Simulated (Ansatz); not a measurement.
SiH₂⁺, quartet: reading a ladder of total energies

Geometry: that of the SiH2, triplet, kept fixed. The doublet lies 4.5 eV lower here.

```xyz
3

Si    0.0000   -0.0507    0.0000
H     0.0000    0.7069   -1.2784
H     0.0000    0.7069    1.2784
```

Basis cc-pVDZ; Ansatz 0.2.0. Only valence electrons are correlated (noble-gas cores frozen), which leaves 5 electrons in 23 orbitals. Prefix R: restricted or restricted open-shell reference; prefix U: unrestricted.

Full CI is exact within this basis and frozen core; it isn't the basis-set limit. The frozen core follows each run's orbitals, which can shift R against U totals by a few meV.

Runs differ by some tens of microhartree through their thresholds and, for an open shell, their frozen cores, so steps under 0.1 kcal/mol mean nothing.

```tsv
level	total energy (hartree)
UHF	-289.569116
UMP2	-289.622151
UCCSD	-289.644094
UCCSD(T)	-289.645883
UCCSDT	-289.646476
UCCSDT(Q)	-289.646538
UCCSDTQ	-289.646564
full CI	-289.646552
```

Question: What is the correlation energy at full CI, and what share of it do UMP2 and UCCSD(T) recover?

Answer: E(corr) = -289.646552 − (-289.569116) = -0.077436 hartree = -2.107 eV. UMP2: -0.053035 / -0.077436 = 68.49 %. UCCSD(T): -0.076767 / -0.077436 = 99.14 %.

Question: By how many kcal/mol does UCCSD(T) miss full CI (1 hartree = 627.509 kcal/mol), and which steps make up the rest?

Answer: -289.645883 − (-289.646552) = 0.000669 hartree = 0.42 kcal/mol. Steps: UCCSDT − UCCSD(T) = -0.37, UCCSDT(Q) − UCCSDT = -0.04, UCCSDTQ − UCCSDT(Q) = -0.02, full CI − UCCSDTQ = 0.01 kcal/mol. That is within 1 kcal/mol of the reference in this basis, which itself misses far more of the correlation at the basis-set limit.
